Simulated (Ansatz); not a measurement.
Geometry optimisation, UHF/6-31G* in Ansatz.

input.yaml

```yaml
crystal:
  periodic: [false, false, false]
  atoms:
    - { symbol: O, position_ang: [-0.132453, 1.287193, 0.294129] }
    - { symbol: C, position_ang: [-1.097037, 1.153347, 0.971323] }
    - { symbol: C, position_ang: [1.051328, -0.85652, -0.911444] }
    - { symbol: F, position_ang: [0.195652, -1.530203, -0.191456] }
    - { symbol: F, position_ang: [0.847185, -1.067632, -2.182694] }
    - { symbol: F, position_ang: [2.273622, -1.162808, -0.578906] }
    - { symbol: H, position_ang: [-1.877494, 1.917986, 1.025358] }
    - { symbol: H, position_ang: [-1.260804, 0.258638, 1.573692] }
magnetization:
  spin_polarized: true
  initial_magnetization: 1
basis:
  gaussian: { orbitals: "6-31G*" }
hamiltonian:
  xc: hf
relax:
  f_tol: 0.03
  max_steps: 50
```

Command:

```bash
$ ansatz run input.yaml --threads 2 --pin off --max-ram 3072MiB --backend cpu --events-out ev --progress --plain --runs-dir out
```

Question: Where does it end, and by what steps?

Answer: The run converged. The force dipped under the threshold on the way, but the program's further checks kept it going. After 17 steps the energy has fallen by 0.057 eV; H7 moved furthest, 0.47 Å.

| step | energy less start (eV) | largest force component (eV/Å) | accepted |
| --- | --- | --- | --- |
| 0 | 0.0000 | 0.234 | yes |
| 1 | -0.0003 | 1.133 | yes |
| 2 | -0.0368 | 0.885 | yes |
| 3 | -0.0404 | 0.701 | yes |
| 4 | -0.0448 | 0.380 | yes |
| 5 | -0.0484 | 0.190 | yes |
| 6 | -0.0493 | 0.309 | yes |
| 7 | -0.0512 | 0.185 | yes |
| 8 | -0.0361 | 0.778 | no |
| 9 | -0.0544 | 0.013 | yes |
| 10 | -0.0497 | 0.275 | no |
| 11 | -0.0547 | 0.128 | yes |
| 12 | -0.0560 | 0.046 | yes |
| 13 | -0.0564 | 0.010 | yes |
| 14 | -0.0550 | 0.175 | no |
| 15 | -0.0566 | 0.055 | yes |
| 16 | -0.0554 | 0.192 | no |
| 17 | -0.0567 | 0.028 | yes |

```xyz
8
Properties=species:S:1:pos:R:3
O -0.358 1.557 0.209
C -1.196 1.246 0.988
C 1.178 -0.949 -0.954
F 0.287 -1.474 -0.159
F 0.919 -1.238 -2.197
F 2.378 -1.333 -0.623
H -1.825 1.986 1.486
H -1.383 0.204 1.250
```

Time of the run: 28 s on 2 threads of Arm Neoverse V1 (shared host), peak memory 0.22 GiB.
